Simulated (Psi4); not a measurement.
# BN2H5 (SMILES NBN) at B3LYP/6-31G(d) (spherical functions)

Aim: the vertical electron affinity of BN2H5 at B3LYP/6-31G* (spherical functions), from 2 runs. 

Program for the calculation: Psi4 1.11.

1 further run of the same task is left out (it didn't finish).

## Step 1: The system as given

The species is BN2H5 (8 atoms), meant as a singlet with charge 0. SMILES: `NBN`. Geometry: relaxed at PBE0-D4/def2-TZVP.

Bond lengths: N1–B2 1.409 Å, B2–N3 1.409 Å, N1–H4 1.005 Å, N1–H5 1.002 Å, B2–H6 1.200 Å, N3–H7 1.003 Å, N3–H8 1.005 Å. Angles: N1–B2–N3 122.9°, N1–B2–H6 118.5°, N3–B2–H6 118.5°, B2–N1–H4 124.5°, B2–N1–H5 121.9°, B2–N3–H7 121.9°, B2–N3–H8 124.5°, H4–N1–H5 113.6°, H7–N3–H8 113.6°.

## Step 2: Energy and forces at B3LYP/6-31G(d) (spherical functions)

calc.inp reads:

```
memory 1600 MB

molecule {
  N     -1.83492407     0.97604354    -1.09811985
  B      0.36698481     0.73056812     0.37889009
  N      1.60286570    -1.59719652     0.75853607
  H     -2.69626123    -0.46203804    -1.99063750
  H     -2.69078103     2.64731733    -1.34869754
  H      1.22775506     2.58627917     1.35682336
  H      3.16850379    -1.73817009     1.81583783
  H      1.02990074    -3.25089585     0.02192082
  units bohr
  symmetry c1
  no_reorient
  no_com
}

set {
  basis                6-31G*
  reference            rks
  puream               true
  e_convergence        1e-09
  d_convergence        1e-08
  scf_type             pk
  dft_radial_points    99
  dft_spherical_points 590
}

result, w = gradient("b3lyp", return_wfn=True)
oeprop(w, "QUADRUPOLE", "LOWDIN_CHARGES", "WIBERG_LOWDIN_INDICES", title="B3LYP")
```

Command:

```
$ psi4 -n 1 calc.inp calc.out
```

calc.out:

```text
[...]
  Running in c1 symmetry.
[...]
  Nuclear repulsion =   68.852594849825280
[...]
  Multiplicity = 1
[...]
  Nalpha       = 12
  Nbeta        = 12
[...]
    Number of basis functions: 52
[...]
   @RKS iter   1:  -137.04827059843018   -1.83236e-01   1.78989e-02 ADIIS/DIIS
[...]
   @RKS iter  10:  -137.43606786717973   -3.33955e-11   4.35776e-09 DIIS
[...]
    Orbital Energies [Eh]
    ---------------------
    Doubly Occupied:
       1A    -14.291447     2A    -14.291443     3A     -6.715063
       4A     -0.852006     5A     -0.823576     6A     -0.509000
       7A     -0.500971     8A     -0.475974     9A     -0.410953
      10A     -0.322014    11A     -0.294925    12A     -0.224501
[...]
  @RKS Final Energy:  -137.43606786717973
   => Energetics <=
    Nuclear Repulsion Energy =             68.8525948498252802
    One-Electron Energy =                -321.5983605248918593
    Two-Electron Energy =                 131.3824547796745037
    DFT Exchange-Correlation Energy =     -16.0727569717876584
    Empirical Dispersion Energy =           0.0000000000000000
    VV10 Nonlocal Energy =                  0.0000000000000000
    Total Energy =                       -137.4360678671797587
[...]
  -Total Gradient:
     Atom            X                  Y                   Z
    ------   -----------------  -----------------  -----------------
       1        0.000682088874    -0.000767485303     0.000316580376
       2       -0.001905144809    -0.004151827510    -0.002178178731
       3       -0.000963728797     0.000287774799    -0.000608534549
       4        0.002487400805     0.003577978213     0.002459513617
       5        0.002409109404    -0.004117462265     0.000826978706
       6       -0.000057720190    -0.000116465663    -0.000062426022
       7       -0.003944673486     0.000684939655    -0.002595230625
       8        0.001292883208     0.004603012695     0.001841542188
[...]
 Multipole Moments:
 ------------------------------------------------------------------------------------
     Multipole            Electronic (a.u.)      Nuclear  (a.u.)        Total (a.u.)
 ------------------------------------------------------------------------------------
 L = 1.  Multiply by 2.5417464519 to convert [e a0] to [Debye]
 Dipole X            :         -0.4723443            0.2496328           -0.2227115
 Dipole Y            :          0.4326842           -0.9127377           -0.4800535
 Dipole Z            :          0.3745727           -0.6273890           -0.2528164
 Magnitude           :                                                    0.5864878
 L = 2.  Multiply by 1.3450342976 to convert [e a0^2] to [Debye ang]
 Quadrupole XX       :        -81.4128623           69.3438843          -12.0689781
 Quadrupole XY       :         39.0534007          -40.6746213           -1.6212206
[...]
```

Run time: 12 s. Hardware: 1 thread of AMD EPYC 7B13 (Zen 3), shared host; peak memory 0.86 GiB.

## Step 3: The doublet anion

bh5n2.xyz reads:

```xyz
8
BH5N2
N     -0.971000     0.516500    -0.581100
B      0.194200     0.386600     0.200500
N      0.848200    -0.845200     0.401400
H     -1.426800    -0.244500    -1.053400
H     -1.423900     1.400900    -0.713700
H      0.649700     1.368600     0.718000
H      1.676700    -0.919800     0.960900
H      0.545000    -1.720300     0.011600
```

run.py reads:

```python
import psi4

psi4.set_memory(1600000000)
psi4.set_num_threads(1)
psi4.core.set_output_file('psi4.out', False)

with open('bh5n2.xyz') as f:
    atoms = ''.join(f.readlines()[2:])
mol = psi4.geometry('-1 2\n' + atoms + 'symmetry c1\nno_reorient\nno_com')

psi4.set_options({
    'basis': '6-31G*',
    'reference': 'uks',
    'puream': True,
    'e_convergence': 1e-09,
    'd_convergence': 1e-08,
    'scf_type': 'pk',
    'dft_radial_points': 99,
    'dft_spherical_points': 590,
    'maxiter': 100,
})

E, wfn = psi4.gradient("b3lyp", return_wfn=True)
psi4.oeprop(wfn, "QUADRUPOLE", "DIPOLE", "LOWDIN_CHARGES")
print('gradient / Eh bohr^-1')
print(E.np.round(6))
print(f'energy = {wfn.energy():.10f} Eh')
```

Command:

```
$ python run.py
```

psi4.out (excerpt; [...] marks lines left out):

```text
[...]
  Running in c1 symmetry.
[...]
  Nuclear repulsion =   68.852594815844668
[...]
  Multiplicity = 2
[...]
  Nalpha       = 13
  Nbeta        = 12
[...]
    Number of basis functions: 52
[...]
   @UKS iter   1:  -136.62969147198874    2.35343e-01   2.14869e-02 DIIS/ADIIS
[...]
   @UKS iter  13:  -137.27281986842030   -3.29692e-12   7.30705e-09 DIIS
[...]
   @S^2 Observed:                7.512810088E-01
[...]
  @UKS Final Energy:  -137.27281986842030
   => Energetics <=
    Nuclear Repulsion Energy =             68.8525948158446681
    One-Electron Energy =                -326.7913515554643027
    Two-Electron Energy =                 136.9338267259734607
    DFT Exchange-Correlation Energy =     -16.2678898547741184
    Empirical Dispersion Energy =           0.0000000000000000
    VV10 Nonlocal Energy =                  0.0000000000000000
    Total Energy =                       -137.2728198684202994
[...]
  -Total Gradient:
     Atom            X                  Y                   Z
    ------   -----------------  -----------------  -----------------
       1       -0.016914782199     0.002591465234    -0.011193058450
       2        0.004583833405     0.009843610530     0.005202922815
       3        0.009894665992    -0.017617049840     0.003259186052
       4        0.007025241956     0.027461664569     0.010504934754
       5        0.022761661517    -0.042473663302     0.007067668298
       6       -0.002653762334    -0.005713670713    -0.003015575427
       7       -0.040230873224     0.004713657511    -0.026946548986
       8        0.015534224206     0.021194438298     0.015120709356
[...]
 Multipole Moments:
 ------------------------------------------------------------------------------------
     Multipole            Electronic (a.u.)      Nuclear  (a.u.)        Total (a.u.)
[...]
```

On the terminal:

```text
gradient / Eh bohr^-1
[[-0.016915  0.002591 -0.011193]
 [ 0.004584  0.009844  0.005203]
 [ 0.009895 -0.017617  0.003259]
 [ 0.007025  0.027462  0.010505]
 [ 0.022762 -0.042474  0.007068]
 [-0.002654 -0.005714 -0.003016]
 [-0.040231  0.004714 -0.026947]
 [ 0.015534  0.021194  0.015121]]
energy = -137.2728198684 Eh
```

It took 21 s on 1 thread of AMD EPYC 7B13 (Zen 3), shared host; peak memory 0.86 GiB.

## Step 4: Results

At B3LYP/6-31G* (spherical functions):

| quantity | value |
| --- | --- |
| singlet BN2H5: total energy | -137.43607 Eh |
| singlet BN2H5: dipole moment | 1.49 D |
| singlet BN2H5: HOMO energy | -6.11 eV |
| singlet BN2H5: LUMO energy | 2.44 eV |
| singlet BN2H5: HOMO–LUMO gap | 8.55 eV |
| singlet BN2H5: largest force on an atom | 0.263 eV/Å |
| doublet anion: total energy | -137.27282 Eh |
| doublet anion: HOMO energy (highest over α and β) | 6.47 eV |
| doublet anion: LUMO energy (lowest over α and β) | 7.96 eV |
| doublet anion: ⟨S²⟩ | 0.751 |
| doublet anion: largest force on an atom | 2.504 eV/Å |
| vertical electron affinity (to the doublet anion) | -4.442 eV |

The anion lies 4.44 eV (102 kcal/mol) above the neutral: the electron isn't bound at this level, and such a value depends on the basis. Without diffuse functions anions come out too high. The largest force (singlet BN2H5) is 0.26 eV/Å: the shape isn't a stationary point for this species at this level. The HOMO (doublet anion) lies at positive energy, 6.47 eV; only total energies tell whether the electron is bound.
